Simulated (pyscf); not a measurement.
ammonia (NH₃) + :HSi–Cl [singlet] + ammonia (NH₃) → H₂N–SiH₂–Cl + ammonia (NH₃) (multi-bond step; singlet surface; H–N, H–N broken, N–Si, H–Si, H–N formed). Optimised with ωB97X-D3(BJ)/def2-SVP in PySCF. Energies in kcal/mol from the separated reactants.

```tsv
level	barrier	reaction energy
ωB97X-D3(BJ)/def2-TZVP	-21.0	-65.5
PBE/def2-TZVP	-22.1	-58.2
r²SCAN/def2-TZVP	[?]	-65.5
PBE0-D3(BJ)/def2-TZVP	[?]	[?]
M06-2X/def2-TZVP	-18.8	-62.5
HF/def2-TZVP	2.1	-61.9
```

Problem. Some entries are withheld; supply them.

Solution. 
- r²SCAN/def2-TZVP, barrier: -24.9
- PBE0-D3(BJ)/def2-TZVP, barrier: -24.5
- PBE0-D3(BJ)/def2-TZVP, reaction energy: -63.3

On the reactant side the descent ends in an adduct with a N–Si contact, 42.1 kcal/mol under the separated species and 21.1 kcal/mol under the saddle at ωB97X-D3(BJ)/def2-TZVP. On the product side the descent ends in a complex (not fully relaxed), 6.2 kcal/mol under the separated species and 50.7 kcal/mol under the saddle at ωB97X-D3(BJ)/def2-TZVP. At ωB97X-D3(BJ)/def2-TZVP, PBE, r²SCAN, PBE0-D3(BJ), M06-2X the saddle lies under the separated reactants, which points to a path from their complex (located at ωB97X-D3(BJ) alone). What is counted as formed (N–Si) is already present as a longer contact in the reactant adduct; forming that adduct is a step of its own. One saddle was located; it need not be the lowest between these sides.
